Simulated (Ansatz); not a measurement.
**SiCO+ (doublet): the correlation ladder, def2-TZVPP**

An exercise on one series of results from a longer session: the logs are not shown, and one member is left open.

The runs use Ansatz 0.2.0, Gaussian basis; def2-TZVPP, core rule «outside noble gas», up to 7 orbitals frozen.

To be run: UHF; ROHF; CCSD(T) on UHF.

2 further runs of the same task are left out: 2 set aside as unsound or not needed.

### The system

The geometry is a PBE0/def2-TZVP stationary point (not a proven minimum) of the parent state, kept for this charge and spin.

3 atoms, charge 1, spin multiplicity 2.

Atoms are counted from 1 here; the program's logs count them from 0.

Bond lengths: O1–C2 1.153 Å, C2–Si3 1.807 Å. Angles: O1–C2–Si3 180.0°.

Set-up of the first run:

The input, in.yaml:

```yaml
crystal:
  periodic: [false, false, false]
  atoms:
    - {symbol: O, position_ang: [0.000000, 0.000000, -1.370973]}
    - {symbol: C, position_ang: [0.000000, 0.000000, -0.218248]}
    - {symbol: Si, position_ang: [0.000000, 0.000000, 1.589221]}
basis:
  gaussian: {orbitals: def2-TZVPP}
total_charge: 1
magnetization: {spin_polarized: true, initial_magnetization: 1}
hamiltonian: {xc: hf}
output: {orbitals: {seedname: orbitals}}
```

Command:

```
ansatz run in.yaml --threads 1 --pin off --events-out ev --progress --plain --max-ram 4096MiB --backend cpu
```

Among the steps run: UHF; ROHF; CCSD(T) on UHF.

One table of the session follows, with a row left open; its other results are not shown here.

```
  method  from UCCSD(T) (kcal/mol)
    ROHF                   +294.15
     UHF                   +290.92
    UMP2                    +23.34
   UCCSD                         ?
UCCSD(T)                         0
```

Q: Estimate the row for UCCSD from the others.

As computed: from UCCSD(T) (kcal/mol): +14.21. In the column «from UCCSD(T) (kcal/mol)» it lies between UCCSD(T) (0) and UMP2 (+23.34).
